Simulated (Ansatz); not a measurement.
Input file:

```yaml
crystal:
  periodic: [false, false, false]
  atoms:
    - {symbol: Al, position_ang: [0.000000, 0.000000, 0.110806]}
    - {symbol: C, position_ang: [0.000000, 0.000000, -1.812723]}
    - {symbol: H, position_ang: [0.000000, 0.000000, 1.701917]}
basis:
  gaussian: {orbitals: cc-pVDZ}
magnetization: {spin_polarized: true, initial_magnetization: 0}
hamiltonian: {xc: {name: r2SCAN}}
correlation: {method: bccd_t, electrons: outside_noble_gas}
scf: {omitted_lower_state_checks: [cluster_reference]}
output: {forces: true}
```

```sh
$ ansatz run in.yaml --threads 1 --pin off --events-out ev --progress --plain --max-ram 2393MiB
```

Log:

```
these checks for a lower state are left out or cut short: cluster_reference
357 factors; integrals over basis functions are off by at most 1.0e-3 eV
mean field evaluation 1: about -7636.4520 eV, gradient 2.5e1 eV
mean field evaluation 2: about -7636.4515 eV, gradient 2.5e1 eV
mean field evaluation 4: about -7641.0363 eV, gradient 3.8e0 eV
mean field evaluation 8: about -7641.2603 eV, gradient 1.4e0 eV
mean field evaluation 16: about -7642.3816 eV, gradient 1.7e-4 eV
mean field evaluation 32: about -7642.3816 eV, gradient 9.6e-4 eV
mean field evaluation 64: about -7642.1689 eV, gradient 1.8e0 eV
mean field evaluation 96: about -7642.3816 eV, gradient 1.7e-6 eV
mean field -7642.38156763 eV, -280.8523424179 hartree, gradient 1.7e-6 eV, S^2 1.008733; 6 other end points of the search recorded, 0 dependent functions left out
6 core orbitals not correlated: weight in the atoms' cores, before any rotation towards them, 1.000 or more for the frozen orbitals, at most 0.000 for the correlated occupied ones
reference -7623.06945533 eV, -280.1426353812 hartree; 4, 4 occupied and 27, 27 virtual orbitals, 357 factors
second order -4.38548474 eV of doubles, -0.22234296 eV of singles
cycle   1  -4.81968897 eV  change   -2.2e-1 eV  update   1.0e-1
cycle   2  -5.01065078 eV  change   -1.9e-1 eV  update   4.6e-2
cycle   3  -5.11498487 eV  change   -1.0e-1 eV  update   2.4e-2
cycle   4  -5.13185642 eV  change   -1.7e-2 eV  update   1.2e-2
cycle   5  -5.13991446 eV  change   -8.1e-3 eV  update   9.2e-3
cycle   6  -5.14664263 eV  change   -6.7e-3 eV  update   6.3e-3
cycle   7  -5.15499774 eV  change   -8.4e-3 eV  update   3.9e-3
cycle   8  -5.15799644 eV  change   -3.0e-3 eV  update   2.0e-3
cycle   9  -5.15863783 eV  change   -6.4e-4 eV  update   9.0e-4
cycle  10  -5.15872029 eV  change   -8.2e-5 eV  update   4.0e-4
cycle  11  -5.15888792 eV  change   -1.7e-4 eV  update   1.6e-4
cycle  12  -5.15888633 eV  change    1.6e-6 eV  update   7.0e-5
cycle  13  -5.15892314 eV  change   -3.7e-5 eV  update   3.7e-5
cycle  14  -5.15893676 eV  change   -1.4e-5 eV  update   1.8e-5
cycle  15  -5.15892948 eV  change    7.3e-6 eV  update   9.3e-6
cycle  16  -5.15893518 eV  change   -5.7e-6 eV  update   4.2e-6
cycle  17  -5.15893540 eV  change   -2.2e-7 eV  update   2.0e-6
cycle  18  -5.15893610 eV  change   -7.0e-7 eV  update   9.9e-7
cycle  19  -5.15893674 eV  change   -6.4e-7 eV  update   5.3e-7
perturbative correction -0.29825787 eV, -0.0109607747 hartree
WARN: the results are in doubt because among natural orbitals full CI differs from the method by +0.590 eV
the calculation of the forces begins
Total energy: -7628.52664994 eV, -280.3431835843 hartree
Atom 0 at     0.000000     0.000000     0.110806 Å, force     0.000000    -0.000000     0.380528 eV/Å
Atom 1 at     0.000000     0.000000    -1.812723 Å, force     0.000000    -0.000000    -0.591119 eV/Å
Atom 2 at     0.000000     0.000000     1.701917 Å, force     0.000000     0.000000     0.210590 eV/Å
Dipole moment:     0.000000     0.000000     0.628446 e Å
In doubt: among natural orbitals full CI differs from the method by +0.590 eV
Checks for a lower state left out: cluster_reference
```

Forces (eV/Å):
```
Al   0.000  0.000  0.381
C    0.000  0.000 -0.591
H    0.000  0.000  0.211
```

Ran on 1 thread of Arm Neoverse V1, shared host: 11 s wall, 0.15 GiB peak host memory.
